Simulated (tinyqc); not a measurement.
Worked calculation: extended Hueckel theory, for PH3+. The parameters take no account of the charge, which enters only through the electron count. Computed by tinyqc, a small Python program that keeps every step (integrals from PySCF). Settings: charge = 1, K = 2.0, weighted = 1, multiplicity = 2. Command: `OMP_NUM_THREADS=1 python tinyqc.py 26750 26751 out.jsonl` (the two numbers bound the seeds that draw the settings). One thread of a shared host (Intel(R) Xeon(R) Processor @ 2.60GHz), about 0.01 s of CPU time with the checks.

## Overlaps

Geometry (angstrom):
```
atom          x          y         z
P      0.000000   0.000000  0.594000
H      1.307000   0.000000  0.000000
H     -0.654000   1.132000  0.000000
H     -0.654000  -1.132000  0.000000
```

Parameters chosen for this run:
```
element  shell  Slater exponent   H_ii (eV)
P           3s         1.750000  -18.600000
P           3p         1.300000  -14.000000
H           1s         1.300000  -13.600000
```

Slater orbitals, each expanded in six Gaussians scaled to its exponent.

overlap S, order 1P 3s, 1P 3px, 1P 3py, 1P 3pz, 2H 1s, 3H 1s, 4H 1s:
```
[[1.000000, 0.000000, 0.000000, 0.000000, 0.386580, 0.386447, 0.386447],
 [0.000000, 1.000000, 0.000000, 0.000000, 0.493010, -0.246608, -0.246608],
 [0.000000, 0.000000, 1.000000, 0.000000, 0.000000, 0.426850, -0.426850],
 [0.000000, 0.000000, 0.000000, 1.000000, -0.224061, -0.223983, -0.223983],
 [0.386580, 0.493010, 0.000000, -0.224061, 1.000000, 0.064782, 0.064782],
 [0.386447, -0.246608, 0.426850, -0.223983, 0.064782, 1.000000, 0.064814],
 [0.386447, -0.246608, -0.426850, -0.223983, 0.064782, 0.064814, 1.000000]]
```

## Wolfsberg-Helmholz matrix

diagonal H_ii (eV): [-18.600000, -14.000000, -14.000000, -14.000000, -13.600000, -13.600000, -13.600000]

K = 2.000000

H_ij = K' S_ij (H_ii + H_jj)/2 for i != j (the diagonal keeps H_ii), with K' = K + D^2 + D^4 (1 - K), D = (H_ii - H_jj)/(H_ii + H_jj), K = 2.

H (eV), order 1P 3s, 1P 3px, 1P 3py, 1P 3pz, 2H 1s, 3H 1s, 4H 1s:
```
[[-18.600000, 0.000000, 0.000000, 0.000000, -12.594340, -12.589993, -12.589993],
 [0.000000, -14.000000, 0.000000, 0.000000, -13.608496, 6.807090, 6.807090],
 [0.000000, 0.000000, -14.000000, 0.000000, 0.000000, -11.782302, 11.782302],
 [0.000000, 0.000000, 0.000000, -14.000000, 6.184733, 6.182586, 6.182586],
 [-12.594340, -13.608496, 0.000000, 6.184733, -13.600000, -1.762075, -1.762075],
 [-12.589993, 6.807090, -11.782302, 6.182586, -1.762075, -13.600000, -1.762935],
 [-12.589993, 6.807090, 11.782302, 6.182586, -1.762075, -1.762935, -13.600000]]
```

## Orbitals

valence electrons = 7

Solve H C = S C e through S^(-1/2); fill by pairs from the bottom, a degenerate level sharing its electrons equally; each orbital has its largest coefficient positive (the first on a tie).

orbital energies (eV): [-23.161225, -18.841287, -18.839864, -14.693623, 10.408375, 10.430917, 23.981193]

occupations: [2.000000, 2.000000, 2.000000, 1.000000, 0.000000, 0.000000, 0.000000]

coefficients, order 1P 3s, 1P 3px, 1P 3py, 1P 3pz, 2H 1s, 3H 1s, 4H 1s:
```
[[0.613730, 0.000034, 0.000000, 0.382614, 0.000000, -0.000143, 1.149348],
 [-0.000008, 0.588430, 0.000000, -0.000010, 0.000000, 1.137080, 0.000149],
 [0.000000, 0.000000, 0.588495, 0.000000, 1.136705, 0.000000, 0.000000],
 [-0.083529, -0.000001, 0.000000, 0.901458, 0.000000, 0.000087, -0.681135],
 [0.256414, 0.439557, 0.000000, -0.072095, 0.000000, -0.987341, -0.746631],
 [0.256339, -0.219853, 0.380729, -0.072064, -0.855005, 0.493966, -0.746097],
 [0.256339, -0.219853, -0.380729, -0.072064, 0.855005, 0.493966, -0.746097]]
```

sum of one-electron energies = -136.378375 eV

## Mulliken analysis

P = C n C^T; charge = valence electrons (P 5, H 1) minus the sum of (P S)_ii on the atom; overlap population = 2 sum P_ij S_ij between two atoms.

charges: [0.718016, 0.094011, 0.093986, 0.093986]

Overlap populations:
```
pair      value
2-1    0.780421
3-1    0.780319
3-2   -0.007336
4-1    0.780319
4-2   -0.007336
4-3   -0.007340
```
